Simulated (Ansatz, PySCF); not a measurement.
Species: ozone, O3, net charge 0, singlet state. 
Geometry from a B3LYP-D3(BJ)/def2-TZVP (Ansatz, an electronic-structure program) optimisation:
```xyz
3

O     -0.0102     1.0756    -0.2169
O      0.0093     0.0011     0.4285
O      0.0009    -1.0767    -0.2116
```

Property: atomisation energy (electronic, to ground-state atoms), in kJ/mol. Valence correlation only, unless marked. Open shells are spin-unrestricted. Spin-orbit coupling is left out. Non-relativistic. The coupled-cluster limit lacks core correlation, which all-electron functionals hold. Basis-set limits of correlation are two-point, X^-3; Hartree-Fock from the larger set. [CCSD(T)-MP2]/basis is that difference in the basis named. The program attaches cautions to a run behind HF/cc-pVDZ: large difference. The program attaches cautions to a run behind MP2/cc-pVDZ: large difference. The program attaches cautions to a run behind CCSD(T)/cc-pVDZ: large difference. The program attaches cautions to a run behind CCSD(T)/cc-pVTZ: large difference. The program attaches cautions to a run behind CCSD(T)/cc-pVQZ: large difference. The program attaches cautions to a run behind CCSD(T) with core electrons/cc-pwCVTZ: large difference. The program attaches cautions to a run behind RI-MP2/CBS(cc-pVTZ,cc-pVQZ)+[CCSD(T)-MP2]/cc-pVTZ: large difference. The program attaches cautions to a run behind CCSD(T)/CBS(cc-pVTZ,cc-pVQZ): large difference.

| level | program | atomisation energy (kJ/mol) | rough core time |
|---|---|---|---|
| HF/cc-pVDZ | Ansatz | -275.2 | - |
| BP86/def2-TZVPD | PySCF | 760.4 | - |
| PBE0/6-31G* | Ansatz | 579.9 | under 20 s |
| PBE0-D3(BJ)/def2-TZVP | Ansatz + dftd3 | 585.1 | under 20 s |
| r2SCANh/def2-TZVPD | Ansatz | 571.9 | under 20 s |
| r2SCAN0-D4/def2-TZVPD | Ansatz + dftd4 | 481.4 | under 20 s |
| MN15/def2-TZVPD | PySCF | 596.2 | - |
| HSE06/def2-TZVPD | Ansatz | 587.5 | under 20 s |
| MP2/cc-pVDZ | Ansatz | 565.7 | - |
| CCSD(T)/cc-pVDZ | Ansatz | 467.6 | under 20 s |
| CCSD(T)/cc-pVTZ | Ansatz | 551.2 | under 20 s |
| CCSD(T)/cc-pVQZ | Ansatz | 580.5 | 22 s |
| CCSD(T) with core electrons/cc-pwCVTZ | Ansatz | 555.7 | under 20 s |
| RI-MP2/CBS(cc-pVTZ,cc-pVQZ)+[CCSD(T)-MP2]/cc-pVTZ | Ansatz | 605.6 | under 20 s |
| CCSD(T)/CBS(cc-pVTZ,cc-pVQZ) | Ansatz | 598.7 | 26 s |

Core times are rough, on shared machines, summed over the molecules involved; a dash marks a level read off another run, or run on other hardware, by another program or under a memory cap.

The Hartree-Fock reference is unstable (checked in the largest basis), which strains HF and MP2. The T1 diagnostic of CCSD in the largest basis is 0.026, which is high, so the coupled-cluster rows are less sure than usual.
